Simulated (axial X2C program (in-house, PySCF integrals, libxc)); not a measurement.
# Correcting the dissociation energy of MgF for spin–orbit coupling

A spin-free CCSD(T) curve (one-electron X2C) was computed with an in-house relativistic program for diatomic molecules, basis Mg dyall-cv3z [9s8p6d3f], F dyall-av3z [7s6p3d2f] (cores contracted in-house), for the state M_S = 1/2, Λ = 0 (beyond evenly filled blocks: σα). It gives D0 = 4.515 eV to Mg + F, which in a spin-free picture are the weighted means of the ground terms.

Correlated methods: 9 electrons correlated (number of frozen shells: Mg 2 s, 1 p; F 1 s), 241 virtual spin orbitals or spinors in MP2, 87 natural virtuals in coupled cluster.

Measured levels of the ground terms (NIST Handbook of Basic Atomic Spectroscopic Data), in cm⁻¹: Mg 1S: J = 0 at 0; F 2P: J = 3/2 at 0, J = 1/2 at 404.1.

The molecular state has Λ = 0, so it has no first-order lowering.

(1) How far does each ground level lie under the (2J+1)-weighted mean of its term?

(2) Correct D0.

Second-order spin–orbit effects in the molecule, which grow quickly with Z, are left out. One determinant describes the state; a PBE0 search over occupations chose it and may have missed a lower one. Dissociation energies refer to the lowest single-determinant-based atoms at the same level and basis. Coupled cluster ran in a truncated set of natural virtual spinors; the MP2 energy of the rest was added. (T) has no such correction and the atoms are truncated less, which lowers De at CCSD(T) by a hundredth of an eV or more.

Results:

(1) Mg: a single level, 0; F: (4 × 0 + 2 × 404.1)/6 = 135 cm⁻¹.

(2) D0 = 4.515 + (0 − 135)/8065.5 = 4.498 eV at CCSD(T) with these spin–orbit terms.
